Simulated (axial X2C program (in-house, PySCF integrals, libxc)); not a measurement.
Bond lengths and stretching modes, held linear, of OPO⁺

Computed with an axial X2C code built on PySCF integrals: two-component X2C with atomic mean-field Coulomb and Gaunt terms, Gaussian nuclei, basis O dyall-av3z, P dyall-v3z with contracted cores. Spin-free rows use the one-electron spin-free X2C Hamiltonian.

Masses O 15.995, P 30.974, O 15.995 u. States: 2c Ω = 0 (all partner blocks equally filled); spin-free M_S = 0, Λ = 0 (closed shell).

PBE0, 2c: energies above the lowest point

```
r(O–P) (Å)  r(P–O) (Å)  E (meV)
    1.4040      1.4040    93.40
    1.4040      1.4400    46.81
    1.4040      1.4760    95.33
    1.4400      1.4040    46.81
    1.4400      1.4400     0.00
    1.4400      1.4760    48.44
    1.4400      1.5120   171.57
    1.4760      1.4040    95.33
    1.4760      1.4400    48.44
    1.4760      1.4760    96.94
    1.5120      1.4400   171.57
    1.5120      1.5120   344.07
```

Fit a quadratic surface with cubic terms in each bond: where is the minimum, and what are the two stretching wavenumbers?

At PBE0, 2c: bonds 1.438 and 1.438 Å; harmonic stretches 1124.4 and 1601.7 cm⁻¹; force constants 11.9, 11.9 and coupling 0.01 mdyn/Å.

The other levels and Hamiltonians give:

```json
{"Hamiltonian": "2c", "level": "HF", "r(O–P) (Å)": "1.400", "r(P–O) (Å)": "1.400", "lower stretch (cm⁻¹)": "1249.4", "upper stretch (cm⁻¹)": "1722.9"}
{"Hamiltonian": "2c", "level": "LDA", "r(O–P) (Å)": "1.450", "r(P–O) (Å)": "1.450", "lower stretch (cm⁻¹)": "1082.4", "upper stretch (cm⁻¹)": "1559.7"}
{"Hamiltonian": "2c", "level": "MP2", "r(O–P) (Å)": "1.462", "r(P–O) (Å)": "1.462", "lower stretch (cm⁻¹)": "1059.8", "upper stretch (cm⁻¹)": "1597.6"}
{"Hamiltonian": "spin-free", "level": "PBE0", "r(O–P) (Å)": "1.438", "r(P–O) (Å)": "1.438", "lower stretch (cm⁻¹)": "1124.4", "upper stretch (cm⁻¹)": "1601.9"}
{"Hamiltonian": "spin-free", "level": "HF", "r(O–P) (Å)": "1.400", "r(P–O) (Å)": "1.400", "lower stretch (cm⁻¹)": "1249.4", "upper stretch (cm⁻¹)": "1723.1"}
{"Hamiltonian": "spin-free", "level": "LDA", "r(O–P) (Å)": "1.450", "r(P–O) (Å)": "1.450", "lower stretch (cm⁻¹)": "1082.4", "upper stretch (cm⁻¹)": "1559.9"}
{"Hamiltonian": "spin-free", "level": "MP2", "r(O–P) (Å)": "1.462", "r(P–O) (Å)": "1.462", "lower stretch (cm⁻¹)": "1059.7", "upper stretch (cm⁻¹)": "1598.0"}
```

Each state is one determinant, the lowest of a limited PBE0 search; the stretches come from a fit to these few points and carry an uncertainty of a few per cent. Other orders of the atoms were not compared. MP2 freezes inner shells (threshold -2 hartree). The molecule was held linear; bending was not examined, so a bent shape may lie lower.
